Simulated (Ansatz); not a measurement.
Gas-phase electronic energies from Ansatz, PBE0-D4/def2-TZVP geometries. CCSD(T)/CBS adds triple-zeta CCSD(T) − MP2 to the extrapolated MP2 energy (def2 sets, frozen cores). This one scheme is used for every species.

Reaction (silylene formation by 1,1-elimination): `C[SiH2]Cl` → HCl + `C[SiH]`

```json
{"species": "`C[SiH2]Cl`", "CCSD(T)/CBS(def2) energy (Eh)": "-789.97638"}
{"species": "HCl", "CCSD(T)/CBS(def2) energy (Eh)": "-460.38127"}
{"species": "`C[SiH]`", "CCSD(T)/CBS(def2) energy (Eh)": "-329.46712"}
```

Problem. Work out ΔE.

Solution. ΔE = (-460.38127) + (-329.46712) − (-789.97638) = 0.12799 Eh = +3.48 eV.

Problem. What do rigid-rotor, harmonic-oscillator terms from PBE0-D4/def2-TZVP frequencies (298.15 K, 1 bar) make of the CCSD(T)/CBS value? (Best estimate.)

Solution. Ansatz gave: ΔZPE = -0.19 eV, ΔH = +3.36 eV, ΔS = 150 J/(mol·K), ΔG = +2.90 eV.

Largest T1 diagnostic among the species: 0.012.

At CCSD(T), def2-SVP lies −0.24 eV from the extrapolated value and def2-TZVPP −0.09 eV. The D4 term adds +0.10 eV with B3LYP and +0.05 eV with PBE0; it sums over pairs of atoms, weighted by their polarisabilities, and B3LYP, whose exchange is more repulsive, gets the larger term.

B3LYP here is the variant with VWN-RPA as its local correlation; programs differ in this.
